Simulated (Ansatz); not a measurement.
Relaxation of H₆NOSi (9 atoms, charge 0, multiplicity 2), to a largest force component of 0.03 eV/Å in at most 50 steps.

Level of theory: UKS B3LYP-D4/6-31G* in Ansatz 0.2.0.

```xyz
9
Properties=species:S:1:pos:R:3
Si -0.010 -0.029 -0.113
H -0.057 -0.042 1.361
O 1.545 -0.067 -0.712
H 2.053 -0.879 -0.582
H -0.586 1.235 -0.631
H -0.840 -1.174 -0.591
N -0.382 0.187 3.591
H -0.164 -0.807 3.770
H 0.550 0.624 3.680
```

Problem. Where does it end, and by what steps?

Solution. The run converged. The force dipped under the threshold on the way, but the program's further checks kept it going. After 22 steps the energy has fallen by 0.161 eV; H2 moved furthest, 1.43 Å.

```csv
step,energy less start (eV),largest force component (eV/Å),accepted
0,0.0000,0.384,yes
1,0.0771,1.882,no
2,-0.0040,0.366,yes
3,-0.0090,0.088,yes
4,-0.0117,0.150,yes
5,-0.0137,0.290,yes
6,-0.0221,0.180,yes
7,-0.0356,0.206,yes
8,-0.0339,0.853,no
9,-0.0450,0.188,yes
10,-0.0539,0.283,yes
11,-0.0720,0.186,yes
12,-0.0988,0.433,yes
13,-0.1196,0.290,yes
14,-0.1092,1.414,no
15,-0.1435,0.160,yes
16,-0.1547,0.134,yes
17,-0.1556,0.117,yes
18,-0.1584,0.049,yes
19,-0.1600,0.025,yes
20,-0.1601,0.154,yes
21,-0.1607,0.099,yes
22,-0.1611,0.025,yes
```

```xyz
9
Properties=species:S:1:pos:R:3
Si 0.374 -0.060 0.336
H 1.341 -0.332 1.448
O 1.197 -0.107 -1.127
H 1.583 -0.963 -1.355
H -0.150 1.320 0.386
H -0.691 -1.100 0.347
N -0.611 0.115 2.835
H -0.623 -0.710 3.453
H -0.310 0.886 3.450
```

Whether the end is a true minimum wasn't checked by a vibrational analysis.

Run time: 76 s on 1 thread of Arm Neoverse V1, with other jobs on the host, peak memory 0.15 GiB.
